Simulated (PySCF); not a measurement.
## A thermochemical cycle for CN

CCSD(T) in PySCF with def2-SVP on every atom, for the lowest determinant that a PBE0 search found; no spin–orbit coupling. CN, a doublet (σ ↑), has De = 7.28 eV to neutral atoms, and CN⁺, a triplet (σ ↑, π ↑), has De = 4.56 eV to C⁺ + N.

At the same level the C atom ionises at 10.99 eV.

**Question.** What is the adiabatic ionisation energy of the molecule, and does ionisation strengthen or weaken the bond?

**Answer.** IE = IE(C) + De(neutral) − De(ion) = 10.99 + 7.28 − 4.56 = 13.71 eV. De changes by -2.72 eV, so ionisation weakens the bond.

Correlated steps freeze 2 core orbitals. Correlated levels converge slowly with the basis: in double zeta they bind strong bonds too weakly, by up to about 1 eV, and carry superposition errors of some tenths. For an ion De counts to the pair picked by the measured ionisation energies or electron affinities, which need not be the lowest pair at this level. The CCSD T1 diagnostic is raised in CN, CN⁺, a sign that a single reference may not be enough there. States were picked by a PBE0 search and need not be the measured ground states.
